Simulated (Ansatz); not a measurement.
H2Si–Si⁺, doublet: reading a ladder of total energies

Geometry: that of the H2Si–Si, singlet, kept fixed.

```xyz
4

Si    0.0000    0.0000    1.0300
Si    0.0000    0.0000   -1.1633
H     0.0000    1.2361    1.8580
H     0.0000   -1.2361    1.8580
```

Basis 6-31G; Ansatz 0.2.0. Only valence electrons are correlated (noble-gas cores frozen), which leaves 9 electrons in 20 orbitals. R marks a restricted (for open shells ROHF) determinant, U an unrestricted one.

Full CI is exact within this basis and frozen core; it isn't the basis-set limit. The frozen core follows each run's orbitals, which can shift R against U totals by a few meV.

The cluster runs stand on a determinant 0.01 eV above the lowest UHF solution, chosen by trial CCSD; the correlation energy below is counted from it.

Runs differ by some tens of microhartree through their thresholds and, for an open shell, their frozen cores, so steps under 0.1 kcal/mol mean nothing.

```csv
level,total energy (hartree)
UHF determinant under the cluster runs,-578.575944
UMP2,-578.651005
UCCSD,-578.680900
UCCSD(T),-578.683046
UCCSDT,-578.683775
UCCSDT(Q),-578.683917
UCCSDTQ,-578.683950
full CI,-578.683956
```

Problem. What is the correlation energy at full CI, and what share of it do UMP2 and UCCSDT recover?

Solution. E(corr) = -578.683956 − (-578.575944) = -0.108012 hartree = -2.939 eV. UMP2: -0.075061 / -0.108012 = 69.49 %. UCCSDT: -0.107831 / -0.108012 = 99.83 %.

Problem. By how many kcal/mol does UCCSD(T) miss full CI (1 hartree = 627.509 kcal/mol), and which steps make up the rest?

Solution. -578.683046 − (-578.683956) = 0.000910 hartree = 0.57 kcal/mol. Steps: UCCSDT − UCCSD(T) = -0.46, UCCSDT(Q) − UCCSDT = -0.09, UCCSDTQ − UCCSDT(Q) = -0.02, full CI − UCCSDTQ = 0.00 kcal/mol. That is within 1 kcal/mol of the reference in this basis, which itself misses far more of the correlation at the basis-set limit.
